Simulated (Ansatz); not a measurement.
A short molecular-dynamics run on `C/C=C(\O)F`.

```yaml
crystal:
  periodic: [false, false, false]
  atoms:
    - {symbol: C, position_ang: [-1.142616, -0.793807, 0.097320]}
    - {symbol: C, position_ang: [-0.200441, 0.234780, 0.621197]}
    - {symbol: C, position_ang: [0.902564, 0.608269, -0.003097]}
    - {symbol: O, position_ang: [1.374815, 0.108832, -1.152088]}
    - {symbol: F, position_ang: [1.711521, 1.555874, 0.492991]}
    - {symbol: H, position_ang: [-2.158174, -0.394566, 0.019322]}
    - {symbol: H, position_ang: [-0.839692, -1.141369, -0.890663]}
    - {symbol: H, position_ang: [-1.190728, -1.664483, 0.758687]}
    - {symbol: H, position_ang: [-0.396709, 0.712456, 1.572615]}
    - {symbol: H, position_ang: [2.022460, 0.722813, -1.513183]}
basis:
  gaussian: {orbitals: "6-31G*"}
hamiltonian: {xc: {name: PBE}}
md: {timestep: 0.5 fs, n_steps: 50, ensemble: nvt_nose_hoover, temperature: 1000, initial_velocities: maxwell_boltzmann, seed: 824}
```

```sh
$ ansatz run in.yaml --threads 4 --pin off --events-out ev --progress --plain --max-ram 10444MiB
```

```json
{"step": "0", "time (fs)": "0.0", "potential energy (eV)": "-7946.5064", "kinetic (eV)": "1.0341", "T (K)": "1000", "conserved (eV)": "-7945.4724"}
{"step": "1", "time (fs)": "0.5", "potential energy (eV)": "-7946.4608", "kinetic (eV)": "0.9890", "T (K)": "956", "conserved (eV)": "-7945.4718"}
{"step": "2", "time (fs)": "1.0", "potential energy (eV)": "-7946.3842", "kinetic (eV)": "0.9136", "T (K)": "884", "conserved (eV)": "-7945.4706"}
{"step": "3", "time (fs)": "1.5", "potential energy (eV)": "-7946.2961", "kinetic (eV)": "0.8270", "T (K)": "800", "conserved (eV)": "-7945.4691"}
{"step": "4", "time (fs)": "2.0", "potential energy (eV)": "-7946.2189", "kinetic (eV)": "0.7508", "T (K)": "726", "conserved (eV)": "-7945.4682"}
{"step": "5", "time (fs)": "2.5", "potential energy (eV)": "-7946.1677", "kinetic (eV)": "0.6996", "T (K)": "677", "conserved (eV)": "-7945.4681"}
{"step": "6", "time (fs)": "3.0", "potential energy (eV)": "-7946.1433", "kinetic (eV)": "0.6744", "T (K)": "652", "conserved (eV)": "-7945.4689"}
{"step": "7", "time (fs)": "3.5", "potential energy (eV)": "-7946.1338", "kinetic (eV)": "0.6639", "T (K)": "642", "conserved (eV)": "-7945.4700"}
{"step": "8", "time (fs)": "4.0", "potential energy (eV)": "-7946.1223", "kinetic (eV)": "0.6517", "T (K)": "630", "conserved (eV)": "-7945.4708"}
{"step": "9", "time (fs)": "4.5", "potential energy (eV)": "-7946.0964", "kinetic (eV)": "0.6256", "T (K)": "605", "conserved (eV)": "-7945.4710"}
{"step": "10", "time (fs)": "5.0", "potential energy (eV)": "-7946.0523", "kinetic (eV)": "0.5820", "T (K)": "563", "conserved (eV)": "-7945.4706"}
{"step": "11", "time (fs)": "5.5", "potential energy (eV)": "-7945.9945", "kinetic (eV)": "0.5249", "T (K)": "508", "conserved (eV)": "-7945.4700"}
{"step": "12", "time (fs)": "6.0", "potential energy (eV)": "-7945.9322", "kinetic (eV)": "0.4634", "T (K)": "448", "conserved (eV)": "-7945.4693"}
{"step": "13", "time (fs)": "6.5", "potential energy (eV)": "-7945.8758", "kinetic (eV)": "0.4077", "T (K)": "394", "conserved (eV)": "-7945.4687"}
{"step": "14", "time (fs)": "7.0", "potential energy (eV)": "-7945.8343", "kinetic (eV)": "0.3667", "T (K)": "355", "conserved (eV)": "-7945.4683"}
{"step": "15", "time (fs)": "7.5", "potential energy (eV)": "-7945.8142", "kinetic (eV)": "0.3468", "T (K)": "335", "conserved (eV)": "-7945.4681"}
{"step": "16", "time (fs)": "8.0", "potential energy (eV)": "-7945.8186", "kinetic (eV)": "0.3513", "T (K)": "340", "conserved (eV)": "-7945.4681"}
{"step": "17", "time (fs)": "8.5", "potential energy (eV)": "-7945.8467", "kinetic (eV)": "0.3791", "T (K)": "367", "conserved (eV)": "-7945.4685"}
{"step": "18", "time (fs)": "9.0", "potential energy (eV)": "-7945.8930", "kinetic (eV)": "0.4249", "T (K)": "411", "conserved (eV)": "-7945.4691"}
{"step": "19", "time (fs)": "9.5", "potential energy (eV)": "-7945.9474", "kinetic (eV)": "0.4787", "T (K)": "463", "conserved (eV)": "-7945.4700"}
{"step": "20", "time (fs)": "10.0", "potential energy (eV)": "-7945.9965", "kinetic (eV)": "0.5272", "T (K)": "510", "conserved (eV)": "-7945.4709"}
{"step": "21", "time (fs)": "10.5", "potential energy (eV)": "-7946.0273", "kinetic (eV)": "0.5575", "T (K)": "539", "conserved (eV)": "-7945.4715"}
{"step": "22", "time (fs)": "11.0", "potential energy (eV)": "-7946.0311", "kinetic (eV)": "0.5615", "T (K)": "543", "conserved (eV)": "-7945.4715"}
{"step": "23", "time (fs)": "11.5", "potential energy (eV)": "-7946.0082", "kinetic (eV)": "0.5396", "T (K)": "522", "conserved (eV)": "-7945.4709"}
{"step": "24", "time (fs)": "12.0", "potential energy (eV)": "-7945.9693", "kinetic (eV)": "0.5021", "T (K)": "486", "conserved (eV)": "-7945.4698"}
{"step": "25", "time (fs)": "12.5", "potential energy (eV)": "-7945.9321", "kinetic (eV)": "0.4662", "T (K)": "451", "conserved (eV)": "-7945.4687"}
{"step": "26", "time (fs)": "13.0", "potential energy (eV)": "-7945.9133", "kinetic (eV)": "0.4482", "T (K)": "433", "conserved (eV)": "-7945.4681"}
{"step": "27", "time (fs)": "13.5", "potential energy (eV)": "-7945.9212", "kinetic (eV)": "0.4561", "T (K)": "441", "conserved (eV)": "-7945.4684"}
{"step": "28", "time (fs)": "14.0", "potential energy (eV)": "-7945.9514", "kinetic (eV)": "0.4857", "T (K)": "470", "conserved (eV)": "-7945.4693"}
{"step": "29", "time (fs)": "14.5", "potential energy (eV)": "-7945.9900", "kinetic (eV)": "0.5235", "T (K)": "506", "conserved (eV)": "-7945.4704"}
{"step": "30", "time (fs)": "15.0", "potential energy (eV)": "-7946.0201", "kinetic (eV)": "0.5533", "T (K)": "535", "conserved (eV)": "-7945.4711"}
{"step": "31", "time (fs)": "15.5", "potential energy (eV)": "-7946.0296", "kinetic (eV)": "0.5629", "T (K)": "544", "conserved (eV)": "-7945.4714"}
{"step": "32", "time (fs)": "16.0", "potential energy (eV)": "-7946.0144", "kinetic (eV)": "0.5485", "T (K)": "530", "conserved (eV)": "-7945.4710"}
{"step": "33", "time (fs)": "16.5", "potential energy (eV)": "-7945.9790", "kinetic (eV)": "0.5142", "T (K)": "497", "conserved (eV)": "-7945.4703"}
{"step": "34", "time (fs)": "17.0", "potential energy (eV)": "-7945.9338", "kinetic (eV)": "0.4702", "T (K)": "455", "conserved (eV)": "-7945.4695"}
{"step": "35", "time (fs)": "17.5", "potential energy (eV)": "-7945.8917", "kinetic (eV)": "0.4292", "T (K)": "415", "conserved (eV)": "-7945.4687"}
{"step": "36", "time (fs)": "18.0", "potential energy (eV)": "-7945.8643", "kinetic (eV)": "0.4026", "T (K)": "389", "conserved (eV)": "-7945.4682"}
{"step": "37", "time (fs)": "18.5", "potential energy (eV)": "-7945.8593", "kinetic (eV)": "0.3980", "T (K)": "385", "conserved (eV)": "-7945.4681"}
{"step": "38", "time (fs)": "19.0", "potential energy (eV)": "-7945.8786", "kinetic (eV)": "0.4175", "T (K)": "404", "conserved (eV)": "-7945.4683"}
{"step": "39", "time (fs)": "19.5", "potential energy (eV)": "-7945.9187", "kinetic (eV)": "0.4575", "T (K)": "442", "conserved (eV)": "-7945.4689"}
{"step": "40", "time (fs)": "20.0", "potential energy (eV)": "-7945.9708", "kinetic (eV)": "0.5092", "T (K)": "492", "conserved (eV)": "-7945.4697"}
{"step": "41", "time (fs)": "20.5", "potential energy (eV)": "-7946.0230", "kinetic (eV)": "0.5612", "T (K)": "543", "conserved (eV)": "-7945.4705"}
{"step": "42", "time (fs)": "21.0", "potential energy (eV)": "-7946.0629", "kinetic (eV)": "0.6009", "T (K)": "581", "conserved (eV)": "-7945.4712"}
{"step": "43", "time (fs)": "21.5", "potential energy (eV)": "-7946.0799", "kinetic (eV)": "0.6183", "T (K)": "598", "conserved (eV)": "-7945.4715"}
{"step": "44", "time (fs)": "22.0", "potential energy (eV)": "-7946.0700", "kinetic (eV)": "0.6092", "T (K)": "589", "conserved (eV)": "-7945.4713"}
{"step": "45", "time (fs)": "22.5", "potential energy (eV)": "-7946.0374", "kinetic (eV)": "0.5780", "T (K)": "559", "conserved (eV)": "-7945.4705"}
{"step": "46", "time (fs)": "23.0", "potential energy (eV)": "-7945.9948", "kinetic (eV)": "0.5371", "T (K)": "519", "conserved (eV)": "-7945.4694"}
{"step": "47", "time (fs)": "23.5", "potential energy (eV)": "-7945.9589", "kinetic (eV)": "0.5026", "T (K)": "486", "conserved (eV)": "-7945.4686"}
{"step": "48", "time (fs)": "24.0", "potential energy (eV)": "-7945.9427", "kinetic (eV)": "0.4872", "T (K)": "471", "conserved (eV)": "-7945.4684"}
{"step": "49", "time (fs)": "24.5", "potential energy (eV)": "-7945.9497", "kinetic (eV)": "0.4943", "T (K)": "478", "conserved (eV)": "-7945.4688"}
{"step": "50", "time (fs)": "25.0", "potential energy (eV)": "-7945.9728", "kinetic (eV)": "0.5171", "T (K)": "500", "conserved (eV)": "-7945.4697"}
```

Velocities are drawn at the set temperature; a run this short doesn't reach equilibrium.

Frames (Å, forces in eV/Å):

```xyz
10
time=0.0 fs
C    -1.143   -0.794    0.097    0.033    0.069    0.055
C    -0.200    0.235    0.621   -0.678   -0.259    0.330
C     0.903    0.608   -0.003    0.315    0.191   -0.148
O     1.375    0.109   -1.152   -0.288   -0.986   -0.551
F     1.712    1.556    0.493    0.534    0.677    0.379
H    -2.158   -0.395    0.019   -0.385    0.107   -0.037
H    -0.840   -1.141   -0.891    0.091   -0.131   -0.344
H    -1.191   -1.664    0.759   -0.048   -0.334    0.216
H    -0.397    0.712    1.573   -0.086    0.135    0.331
H     2.022    0.723   -1.513    0.512    0.530   -0.231
10
time=1.5 fs
C    -1.134   -0.789    0.089    0.292   -0.831    1.848
C    -0.195    0.226    0.618   -0.653   -1.147   -0.926
C     0.882    0.622   -0.012    1.410    0.468   -0.338
O     1.379    0.110   -1.134    0.193   -0.859   -1.344
F     1.716    1.551    0.490    0.308    0.780    0.480
H    -2.107   -0.383    0.073   -1.811    0.711   -0.298
H    -0.902   -1.188   -0.859    0.557   -0.322   -1.601
H    -1.244   -1.676    0.759    0.272    0.210    0.021
H    -0.374    0.689    1.530   -0.512    0.869    1.969
H     1.989    0.744   -1.564   -0.056    0.122    0.188
10
time=3.0 fs
C    -1.126   -0.786    0.084   -0.500   -1.504    2.009
C    -0.190    0.216    0.614   -0.773   -1.119   -0.610
C     0.863    0.637   -0.021    2.243    0.655   -0.419
O     1.384    0.111   -1.117    0.698   -0.552   -2.185
F     1.721    1.547    0.488    0.088    0.882    0.566
H    -2.092   -0.356    0.120   -1.740    0.677   -0.464
H    -0.953   -1.240   -0.860    0.574   -0.001   -1.417
H    -1.292   -1.684    0.760    0.564    0.586   -0.093
H    -0.361    0.683    1.526   -0.573    0.777    1.944
H     1.954    0.767   -1.610   -0.582   -0.402    0.671
10
time=4.5 fs
C    -1.118   -0.786    0.083   -2.230   -1.796    0.967
C    -0.187    0.204    0.609   -0.917   -0.148    1.113
C     0.849    0.652   -0.030    2.617    0.637   -0.285
O     1.390    0.110   -1.104    0.789   -0.507   -2.641
F     1.725    1.544    0.487   -0.087    0.992    0.630
H    -2.112   -0.317    0.156   -0.414    0.023   -0.675
H    -0.992   -1.292   -0.889    0.428    0.788   -0.170
H    -1.327   -1.680    0.759    0.739    0.653   -0.061
H    -0.361    0.693    1.562   -0.297   -0.090    0.333
H     1.907    0.783   -1.642   -0.628   -0.552    0.790
10
time=6.0 fs
C    -1.115   -0.788    0.083   -3.544   -1.600   -0.036
C    -0.185    0.192    0.606   -0.731    0.829    2.320
C     0.839    0.669   -0.041    2.439    0.324    0.112
O     1.397    0.109   -1.094    0.484   -0.806   -2.559
F     1.730    1.542    0.486   -0.190    1.109    0.673
H    -2.142   -0.276    0.179    0.711   -0.599   -0.846
H    -1.021   -1.327   -0.922    0.378    1.377    0.836
H    -1.347   -1.662    0.756    0.740    0.390    0.124
H    -0.367    0.701    1.605   -0.043   -0.787   -1.031
H     1.848    0.787   -1.659   -0.243   -0.237    0.407
10
time=7.5 fs
C    -1.117   -0.794    0.083   -3.879   -0.890   -0.609
C    -0.185    0.181    0.606   -0.243    1.416    2.398
C     0.834    0.687   -0.051    1.841   -0.262    0.679
O     1.405    0.107   -1.087    0.051   -1.233   -2.105
F     1.735    1.541    0.486   -0.222    1.227    0.698
H    -2.158   -0.248    0.183    1.147   -0.912   -0.878
H    -1.043   -1.333   -0.939    0.405    1.482    1.165
H    -1.351   -1.636    0.757    0.572   -0.144    0.436
H    -0.374    0.692    1.628    0.065   -0.995   -1.499
H     1.783    0.787   -1.667    0.264    0.313   -0.284
10
time=9.0 fs
C    -1.127   -0.801    0.083   -3.360    0.072   -0.542
C    -0.185    0.172    0.611    0.325    1.530    1.494
C     0.832    0.703   -0.060    1.110   -0.989    1.241
O     1.412    0.103   -1.083   -0.131   -1.178   -1.856
F     1.739    1.542    0.486   -0.204    1.329    0.707
H    -2.150   -0.239    0.169    0.959   -0.903   -0.761
H    -1.055   -1.308   -0.932    0.468    1.096    0.787
H    -1.343   -1.613    0.767    0.339   -0.666    0.680
H    -0.379    0.663    1.620    0.027   -0.743   -1.088
H     1.724    0.792   -1.681    0.467    0.452   -0.660
10
time=10.5 fs
C    -1.142   -0.808    0.081   -2.156    0.720    0.492
C    -0.185    0.167    0.619    0.810    1.116   -0.253
C     0.832    0.719   -0.066    0.521   -1.688    1.638
O     1.420    0.097   -1.082   -0.071   -0.356   -2.127
F     1.743    1.544    0.488   -0.173    1.387    0.693
H    -2.122   -0.249    0.139    0.141   -0.522   -0.508
H    -1.058   -1.261   -0.908    0.581    0.285   -0.288
H    -1.328   -1.604    0.791    0.174   -0.757    0.507
H    -0.385    0.619    1.590   -0.162   -0.060    0.195
H     1.674    0.807   -1.707    0.336   -0.126   -0.350
10
time=12.0 fs
C    -1.162   -0.814    0.080   -0.409    0.595    1.937
C    -0.183    0.163    0.626    1.041    0.476   -2.105
C     0.833    0.731   -0.070    0.228   -2.226    1.791
O     1.427    0.091   -1.084   -0.105    0.611   -2.430
F     1.747    1.548    0.490   -0.172    1.371    0.644
H    -2.092   -0.270    0.097   -1.195    0.207   -0.191
H    -1.047   -1.207   -0.892    0.734   -0.555   -1.432
H    -1.309   -1.610    0.826    0.065   -0.383   -0.115
H    -0.394    0.573    1.564   -0.394    0.721    1.723
H     1.631    0.818   -1.741    0.205   -0.817    0.176
10
time=13.5 fs
C    -1.182   -0.819    0.083    1.134    0.004    2.091
C    -0.179    0.160    0.629    0.662    0.367   -2.266
C     0.834    0.739   -0.071    0.262   -2.515    1.689
O     1.434    0.086   -1.089   -0.328    1.121   -2.287
F     1.751    1.553    0.493   -0.227    1.259    0.559
H    -2.088   -0.286    0.052   -2.059    0.705    0.051
H    -1.022   -1.164   -0.903    0.708   -0.805   -1.250
H    -1.288   -1.625    0.857   -0.075    0.064   -0.767
H    -0.411    0.542    1.573   -0.286    0.848    1.779
H     1.593    0.812   -1.772    0.208   -1.048    0.400
10
time=15.0 fs
C    -1.200   -0.823    0.089    1.457    0.045    0.673
C    -0.175    0.158    0.629   -0.303    0.750   -0.655
C     0.836    0.742   -0.068    0.556   -2.544    1.371
O     1.441    0.083   -1.097   -0.641    1.006   -1.570
F     1.754    1.560    0.497   -0.342    1.056    0.443
H    -2.124   -0.289    0.007   -1.322    0.303    0.254
H    -0.981   -1.137   -0.940    0.328   -0.571    0.167
H    -1.269   -1.638    0.873   -0.244    0.273   -1.079
H    -0.433    0.529    1.618    0.226    0.368    0.247
H     1.560    0.785   -1.795    0.284   -0.687    0.149
10
time=16.5 fs
C    -1.216   -0.828    0.097    1.072    0.795   -1.003
C    -0.170    0.157    0.628   -1.263    0.969    0.894
C     0.839    0.742   -0.063    0.971   -2.376    0.920
O     1.447    0.080   -1.107   -0.923    0.440   -0.421
F     1.757    1.568    0.501   -0.500    0.786    0.305
H    -2.188   -0.286   -0.032    0.194   -0.477    0.497
H    -0.934   -1.123   -0.973   -0.184   -0.337    1.375
H    -1.255   -1.646    0.866   -0.390    0.157   -0.955
H    -0.451    0.523    1.669    0.689   -0.029   -1.146
H     1.532    0.744   -1.815    0.334    0.073   -0.465
10
time=18.0 fs
C    -1.230   -0.831    0.102    0.878    1.595   -2.134
C    -0.168    0.158    0.628   -1.834    0.900    1.581
C     0.844    0.736   -0.056    1.334   -2.110    0.436
O     1.452    0.079   -1.117   -1.065    0.040    0.503
F     1.759    1.577    0.506   -0.668    0.481    0.159
H    -2.249   -0.293   -0.060    1.256   -0.915    0.672
H    -0.890   -1.116   -0.979   -0.571   -0.237    1.769
H    -1.250   -1.652    0.840   -0.473   -0.219   -0.486
H    -0.455    0.517    1.696    0.871   -0.133   -1.677
H     1.512    0.704   -1.845    0.273    0.598   -0.823
10
time=19.5 fs
C    -1.242   -0.831    0.104    0.984    2.024   -2.357
C    -0.170    0.160    0.630   -1.890    0.657    1.352
C     0.851    0.727   -0.049    1.493   -1.829    0.019
O     1.455    0.077   -1.128   -1.058    0.280    0.522
F     1.761    1.586    0.511   -0.817    0.169    0.018
H    -2.284   -0.319   -0.075    1.581   -0.895    0.694
H    -0.858   -1.115   -0.947   -0.706   -0.253    1.345
H    -1.254   -1.662    0.803   -0.470   -0.581    0.045
H    -0.440    0.509    1.688    0.762    0.018   -1.337
H     1.497    0.675   -1.891    0.121    0.410   -0.301
10
time=21.0 fs
C    -1.252   -0.828    0.102    1.309    1.758   -1.300
C    -0.174    0.164    0.635   -1.423    0.251    0.128
C     0.861    0.715   -0.041    1.392   -1.578   -0.276
O     1.457    0.076   -1.137   -0.991    0.722    0.060
F     1.762    1.596    0.515   -0.934   -0.139   -0.112
H    -2.286   -0.363   -0.074    1.147   -0.467    0.532
H    -0.841   -1.119   -0.888   -0.482   -0.402    0.129
H    -1.269   -1.683    0.766   -0.383   -0.531    0.297
H    -0.409    0.501    1.653    0.382    0.420   -0.090
H     1.485    0.655   -1.943   -0.016   -0.034    0.631
10
time=22.5 fs
C    -1.260   -0.822    0.098    2.006    0.803    0.679
C    -0.181    0.168    0.641   -0.682   -0.236   -1.623
C     0.873    0.700   -0.034    1.081   -1.343   -0.449
O     1.457    0.075   -1.146   -0.908    0.827   -0.095
F     1.761    1.605    0.520   -1.019   -0.442   -0.234
H    -2.265   -0.417   -0.063   -0.104    0.298    0.188
H    -0.834   -1.132   -0.826    0.035   -0.648   -1.458
H    -1.292   -1.716    0.735   -0.225   -0.016    0.248
H    -0.370    0.503    1.617   -0.088    0.931    1.580
H     1.472    0.635   -1.983   -0.096   -0.173    1.163
10
time=24.0 fs
C    -1.265   -0.814    0.095    3.072   -0.449    1.847
C    -0.190    0.172    0.643   -0.134   -0.277   -2.093
C     0.887    0.682   -0.028    0.660   -1.081   -0.525
O     1.456    0.076   -1.156   -0.794    0.486    0.357
F     1.760    1.614    0.525   -1.078   -0.739   -0.352
H    -2.246   -0.464   -0.047   -1.548    1.036   -0.190
H    -0.826   -1.159   -0.794    0.252   -0.628   -2.090
H    -1.319   -1.749    0.709   -0.018    0.569    0.169
H    -0.332    0.524    1.613   -0.277    0.967    1.898
H     1.458    0.611   -1.998   -0.136    0.114    0.981
10
time=25.0 fs
C    -1.264   -0.809    0.094    3.362   -1.148    1.549
C    -0.196    0.174    0.643    0.120    0.098   -1.305
C     0.898    0.669   -0.025    0.353   -0.878   -0.521
O     1.455    0.077   -1.162   -0.691    0.063    0.964
F     1.758    1.620    0.527   -1.101   -0.928   -0.431
H    -2.250   -0.485   -0.039   -1.755    1.194   -0.318
H    -0.818   -1.184   -0.797    0.002   -0.285   -1.599
H    -1.338   -1.764    0.694    0.126    0.822    0.183
H    -0.310    0.549    1.633   -0.257    0.567    0.986
H     1.447    0.596   -1.996   -0.158    0.494    0.492
```

Run time 20 s (4 threads of an Intel Xeon 6975P-C on a shared host); peak host memory 0.43 GiB.
